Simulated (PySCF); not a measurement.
## Working out the ionisation energy of B

B [He] 2s2 2p1 (2P) → B⁺ [He] 2s2 (1S). Computed with PySCF 2.14 in aug-cc-pVTZ (5s4p3d2f, 46 functions), with no relativity, point nucleus. Frozen: 1s2. Energies in hartree (1 hartree = 27.21139 eV):

```json
{"part": "UHF", "B (lower)": "-24.532172", "B⁺ (upper)": "-24.236816"}
{"part": "MP2 opposite-spin", "B (lower)": "-0.041163", "B⁺ (upper)": "-0.036005"}
{"part": "MP2 same-spin", "B (lower)": "-0.003242", "B⁺ (upper)": "0.000000"}
```

Question: What does Hartree-Fock give?

Answer: (-24.236816) − (-24.532172) = 0.295356 hartree = 8.037 eV.

Question: What do MP2 and SCS-MP2 (6/5 opposite-spin, 1/3 same-spin) give?

Answer: The opposite-spin parts differ by 0.140 eV and the same-spin parts by 0.088 eV. MP2: 8.037 + (0.140) + (0.088) = 8.265 eV. SCS-MP2: 8.037 + 1.2 × (0.140) + (0.088)/3 = 8.234 eV.

Measured between the centres of the two terms (NIST): 8.297 eV, so MP2 (valence) is off by -0.032 eV.

What remains against the reference includes basis incompleteness, the frozen core and correlation beyond second order.
